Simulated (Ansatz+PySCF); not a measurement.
Results of a calculation; reference values are marked as such.
A run of PySCF 2.14.0 on doublet C3(+) at this shape:

```xyz
3

C     0.0000    0.0000    0.0000
C     1.0266    0.0000    1.5510
C    -1.0266    0.0000    1.5510
```

Its results:

* Converged: yes
* Reference energy: -112.63434 hartree
* CCSD correlation energy: -0.32269 hartree
* Triples correction: -0.04070 hartree
* Total energy: -112.99773 hartree
* Spin squared of the determinant: 0.946

**Question.** Which input gives this output? Name the method, the orbitals and the basis set, and write the input.

**Answer.** UHF-CCSD(T) in 6-31G.

```python
from pyscf import gto, scf, cc

mol = gto.M(atom="""
C 0.000000 0.000000 0.000000
C 1.026600 0.000000 1.551030
C -1.026600 0.000000 1.551030
""", basis='6-31g', charge=1, spin=1)
mf = scf.UHF(mol)
mf.kernel()
mycc = cc.CCSD(mf, frozen=3).run()
et = mycc.ccsd_t()
print(mf.e_tot, mycc.e_corr, et, mycc.e_tot + et)
```

The reference isn't the lowest determinant (another lies 2.89 eV lower), but the same method gives a higher total on the lower determinant. Caution: large share of triples, a single reference is doubtful; the unrestricted determinant is spin contaminated; another reference gives a lower total.
